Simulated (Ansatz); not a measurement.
## Ansatz (development build ahead of 0.2.0) run

```yaml
crystal:
  periodic: [false, false, false]
  atoms:
    - { symbol: Mg, position_ang: [0.0, 0.0, -0.69907] }
    - { symbol: O, position_ang: [0.0, 0.0, 1.0486] }
basis:
  gaussian: { orbitals: def2-TZVP }
hamiltonian:
  xc: hf
correlation:
  method: mp2
  frozen_orbitals: { Mg: 1, O: 1 }
```

The input is written out in the form of the current development build from the run's settings.

Results

```yaml
Converged: yes
Reference_energy: -274.37468 hartree
Correlation_energy: -0.48749 hartree
Total_energy: -274.86217 hartree
Spin_squared_of_the_determinant: 0.000
```

Caution: in another basis set an unrestricted determinant lies well below.
